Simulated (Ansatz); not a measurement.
Run this with Ansatz's Python interface and show what comes out.

The script, `run_torsion.py`:
```python
"""Rigid torsion scan of CH3O3S(-)."""

import ansatz
from ase import Atoms

atoms = Atoms(["C", "S", "O", "O", "O", "H", "H", "H"], positions=[
    [-0.72022, -0.04613, 0.59676],
    [0.69777, 0.04484, -0.57782],
    [1.77469, -0.68912, 0.0873],
    [0.20656, -0.59934, -1.79609],
    [0.95924, 1.47623, -0.7266],
    [-1.54454, 0.49785, 0.15657],
    [-0.96797, -1.08994, 0.73236],
    [-0.40552, 0.40562, 1.52751],
])

# relax first, so that the scan starts from a minimum
first = ansatz.Crystal.molecule_from_ase(atoms).calculation()
first = first.basis(gaussian="def2-SVP").functional("r2scan0")
first = first.charge(-1)
first = first.relax(force_tolerance=0.02, max_steps=80)
atoms.positions = first.run(threads=1, pin="off").report["positions_ang"]

start = atoms.get_dihedral(5, 0, 1, 2)
energies = {}
for turn in range(0, 121, 20):
    turned = atoms.copy()
    turned.set_dihedral(5, 0, 1, 2, start + turn, indices=[1, 2, 3, 4])
    calc = (
        ansatz.Crystal.molecule_from_ase(turned).calculation()
        .basis(gaussian="def2-SVP")  # the orbital basis, by name
        .functional("r2scan0")
        .charge(-1)  # electrons removed from the neutral system
    )
    energies[round((start + turn) % 360)] = calc.run(threads=1, pin="off").report["free_energy_ev"]
floor = min(energies.values())
print("dihedral H5-C0-S1-O2 (deg)   E - E(min) (eV)")
for angle, e in sorted(energies.items()):
    print(f"{angle:8d} {(e - floor):14.3f}  " + "#" * int(30 * (e - floor) / max(max(energies.values()) - floor, 1e-9)))
```

```console
$ python run_torsion.py
dihedral H5-C0-S1-O2 (deg)   E - E(min) (eV)
     180          0.000
     200          0.043  ######
     220          0.136  #####################
     240          0.187  ##############################
     260          0.139  ######################
     280          0.046  #######
     300          0.000
```

The lowest point is at 180° and the highest at 240°, 0.187 eV (18.0 kJ/mol) above it, with the rest of the molecule held.

What to keep in mind:
- The scan is rigid and the energies are electronic, in a modest basis. With rigid groups the curve can differ much from the relaxed path, the start wasn't checked as a minimum of this torsion, and equivalent turns needn't return to the same energy.
- Anions want diffuse functions, which this basis lacks.
- Run time: 64 s on 1 thread of Arm Neoverse V1, on a shared host, peak memory 0.27 GiB.
